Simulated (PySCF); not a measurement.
**Gas-phase thermal properties of B2H6**

Computed with PySCF (xtb for GFN2) and rigid-rotor harmonic-oscillator thermochemistry at 1 bar. 6-31G* has spherical d functions here. All species are closed-shell singlets. B3LYP is the form with VWN-RPA correlation. The harmonic model lacks anharmonicity and excited electronic states, which grow with temperature; levels with a mode under 35 cm⁻¹ are left out.

```json
[
 {"level": "B3LYP/6-31G*", "point group": "D2h", "σ": "4", "ZPE (kJ/mol)": "166.9", "S°298 (J/mol/K)": "231.8", "Cp298 (J/mol/K)": "55.4", "S°1000 (J/mol/K)": "343.6", "H1000 − H298 (kJ/mol)": "70.4"},
 {"level": "GFN2-xTB", "point group": "D2h", "σ": "4", "ZPE (kJ/mol)": "153.7", "S°298 (J/mol/K)": "233.3", "Cp298 (J/mol/K)": "59.5", "S°1000 (J/mol/K)": "352.3", "H1000 − H298 (kJ/mol)": "74.6"},
 {"level": "HF/6-31G*", "point group": "D2h", "σ": "4", "ZPE (kJ/mol)": "175.4", "S°298 (J/mol/K)": "230.0", "Cp298 (J/mol/K)": "52.2", "S°1000 (J/mol/K)": "337.0", "H1000 − H298 (kJ/mol)": "67.6"},
 {"level": "PBE/def2-SVP", "point group": "D2h", "σ": "4", "ZPE (kJ/mol)": "158.7", "S°298 (J/mol/K)": "234.8", "Cp298 (J/mol/K)": "59.3", "S°1000 (J/mol/K)": "351.5", "H1000 − H298 (kJ/mol)": "73.2"},
 {"level": "PBE0/def2-TZVP", "point group": "D2h", "σ": "4", "ZPE (kJ/mol)": "165.0", "S°298 (J/mol/K)": "232.4", "Cp298 (J/mol/K)": "56.4", "S°1000 (J/mol/K)": "345.3", "H1000 − H298 (kJ/mol)": "71.1"}
]
```
σ: rotational symmetry number. Electronic degeneracy used: 1. Frequencies are unscaled.
